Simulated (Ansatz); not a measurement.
# Worked example: the barrier

An elementary step of SiHOF, singlet (SiHOF ([OH][Si][F]) → SiHOF ([O][SiH][F]); bonds formed: H1–Si3; bonds broken: H1–O2). “Start” is the structure reached by relaxing down from the saddle towards the reactants; PBE0-D4/def2-TZVP structures. The saddle:

```
4
angstrom
H -1.1404 -0.1073 0.7764
O -0.9016 0.4566 -0.6542
Si 0.2667 -0.1275 0.1761
F 1.7754 -0.2218 -0.2984
```

Program: Ansatz 0.2.0. Basis: def2-TZVPP and def2-QZVPP. Cores are frozen in the correlated methods.

Energies in eV:

| quantity | saddle | start |
| --- | --- | --- |
| Hartree–Fock, triple zeta (X = 3) | -12622.15857 | -12625.87317 |
| Hartree–Fock, quadruple zeta (X = 4) | -12622.65766 | -12626.36575 |
| MP2 correlation, X = 3 | -17.19196 | -16.06753 |
| MP2 correlation, X = 4 | -18.62939 | -17.49844 |
| CCSD(T) correlation, X = 3 | -17.86174 | -16.92358 |

Task: Work out the barrier at the basis limit: extrapolate Hartree–Fock as E(X) = E∞ + A exp(−7.88 √X) and the MP2 correlation as E(X) = E∞ + B X^−2.97 (the exponents that Neese and Valeev fitted for def2-TZVPP and QZVPP), then add CCSD(T) − MP2 in triple zeta.

Result: Each step is linear, so take the differences first (saddle − start): Hartree–Fock 3.71460 (X = 3) and 3.70809 (X = 4); MP2 correlation -1.12443 and -1.13095; CCSD(T) correlation -0.93816.
Two points give E∞ = E(4) + w [E(4) − E(3)], with w = 1/(exp(7.88 (2 − √3)) − 1) = 0.1377 for Hartree–Fock and w = 1/((4/3)^2.97 − 1) = 0.7407 for the correlation.
Hartree–Fock: 3.70809 + 0.1377 × (-0.00651) = 3.7072 eV.
MP2 correlation: -1.13095 + 0.7407 × (-0.00652) = -1.1358 eV.
CCSD(T) − MP2: -0.93816 − (-1.12443) = 0.1863 eV.
Sum: 3.7072 + (-1.1358) + 0.1863 = 2.7577 eV, or 63.59 kcal/mol. Plain CCSD(T) in triple zeta gives 2.7764 eV, so the larger basis shifts the result by -0.0187 eV.

T1 diagnostic: at most 0.025. The restricted Hartree–Fock reference is unstable towards an unrestricted one at one or more of these structures.

Labels in which every atom is bracketed show which atoms are joined, not bond orders.

For scale, one of the runs: CCSD(T)/def2-TZVPP, 118 basis functions, launched by `ansatz run in.yaml --threads 2 --pin off --events-out ev --progress --plain --max-ram 4352MiB`. The run took about 12 s on 2 CPU threads of an AMD EPYC 7R43 (shared host).
